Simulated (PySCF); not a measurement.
Gas-phase reaction: 2 HBNH + C4H6 (butadiene) = 2 BH2 + 2 CH3CN

Method: PySCF energies plus ideal-gas RRHO corrections (1 bar). S°(298 K) at PBE0/def2-TZVP differs from the NASA 1993 table for BH2 (+14 J/mol/K); whether the harmonic model or the table's entry is off was not settled. † marks an energy on the PBE0/def2-TZVP geometry and frequencies; other levels use their own. MP2 and CCSD(T) freeze the core. Open shells (unrestricted): BH2 (multiplicity 2); the rest are closed-shell singlets. HBNH: computed as isolated molecules; such fragments, hydroxides, amides, oligomers or adducts are transient or little studied in the gas. MP2 isn't extrapolated to the basis-set limit; its ΔH°(298 K) is 554.4 kJ in def2-SVP and 563.4 kJ in def2-TZVPP. CCSD(T) isn't extrapolated to the basis-set limit; its ΔH°(298 K) is 560.7 kJ in def2-SVP and 560.6 kJ in def2-TZVPP. The harmonic model lacks anharmonicity and excited electronic states, which grow with temperature; levels with a mode under 35 cm⁻¹ are left out. Internal rotation in C4H6 (butadiene) is treated as a harmonic vibration of one conformer, which makes the entropy rough.

```
level                ΔE electronic, kJ  ΔH°(298 K), kJ  ΔS°(298 K), J/K  ΔG°(1000 K), kJ
-------------------  -----------------  --------------  ---------------  ---------------
BLYP/def2-TZVP†                    605             571              176              399
CCSD(T)/def2-SVP†                  595             561              176              388
CCSD(T)/def2-TZVPP†                595             561              176              388
HF/def2-TZVP†                      424             390              176              217
M06-2X/def2-TZVP†                  605             571              176              398
MP2/def2-SVP†                      589             554              176              382
PBE/def2-SVP                       644             610              179              434
ωB97X-V/def2-TZVP†                 598             564              176              392
```
ΔH° is lowest at HF/def2-TZVP† and highest at PBE/def2-SVP. No reference value is set beside these.
